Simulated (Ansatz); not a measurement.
H$_{5}$NSSi, SMILES `N[SiH2]S`, 8 atoms. The species carries charge 0 and has multiplicity 1. All runs use 2 threads of an Arm Neoverse V1 on a shared host. Correlated methods freeze the cores. Open-shell runs search over several starts.

How many basis functions does each run have, and how long does it take in Ansatz? RKS LC-ωPBE/def2-TZVPP energy; RKS PBE0-D4/def2-SVP energy; RHF-CCSD(T)/def2-TZVPP energy; RKS B3LYP-D4/def2-TZVPP energy and forces; UKS PBE-D4/def2-TZVPP energy of the cation; RHF-MP2/def2-QZVPP energy; RKS PBE0-D4/def2-QZVPP energy; UHF-MP2/def2-QZVPP energy of the cation; RKS ωB97M-V/def2-QZVPP energy; UKS B2PLYP (frozen core)/def2-TZVPP energy of the cation; RKS PBE0-D4/def2-TZVP frequencies; RHF-CCSD(T)/def2-SVP energy. (Estimate.)

The calculation gave: Other jobs shared the machine, so times are rough.

```
                              level                   job  functions  wall time  peak host memory (GiB)
               RKS PBE0-D4/def2-SVP                energy         75      1.1 s                    0.35
               RHF-CCSD(T)/def2-SVP                energy         75      1.4 s                    0.35
             RKS LC-ωPBE/def2-TZVPP                energy        185      2.4 s                    0.35
            RKS B3LYP-D4/def2-TZVPP     energy and forces        185      3.5 s                    0.38
              UKS PBE-D4/def2-TZVPP  energy of the cation        185      7.5 s                    0.37
             RKS PBE0-D4/def2-QZVPP                energy        347      7.5 s                    0.87
                 RHF-MP2/def2-QZVPP                energy        347       14 s                     1.3
             RKS ωB97M-V/def2-QZVPP                energy        347       18 s                     1.1
UKS B2PLYP (frozen core)/def2-TZVPP  energy of the cation        185       18 s                    0.49
             RHF-CCSD(T)/def2-TZVPP                energy        185       33 s                     1.7
                 UHF-MP2/def2-QZVPP  energy of the cation        347       51 s                     1.4
              RKS PBE0-D4/def2-TZVP           frequencies        135       75 s                    0.35
```

B3LYP here is the variant with VWN-RPA as its local correlation; programs differ in this. LC-ωPBE has ω = 0.4 bohr⁻¹.
